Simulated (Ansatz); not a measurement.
Input for Ansatz (development build ahead of 0.2.0):

```yaml
crystal:
  periodic: [false, false, false]
  atoms:
    - { symbol: O, position_ang: [-0.07181, 0.01675, -0.07129] }
    - { symbol: H, position_ang: [0.17603, -0.7235, 0.46121] }
    - { symbol: H, position_ang: [0.33362, 0.76389, 0.34103] }
basis:
  gaussian: { orbitals: def2-SVP }
magnetization:
  spin_polarized: true
  initial_magnetization: 2
hamiltonian:
  xc: hf
output:
  forces: true
```

The input is written out in the form of the current development build from the run's settings.

Results

```
Converged                       : yes
Total energy                    : -75.70771 hartree
Spin squared of the determinant : 2.005
Stability test                  : minimum
```

Forces (eV/Å):
```
atom      Fx      Fy      Fz
  O1  -3.736  -0.040  -5.404
  H2   1.422  -4.187   3.041
  H3   2.314   4.228   2.362
```

Caution: another spin multiplicity may lie lower.
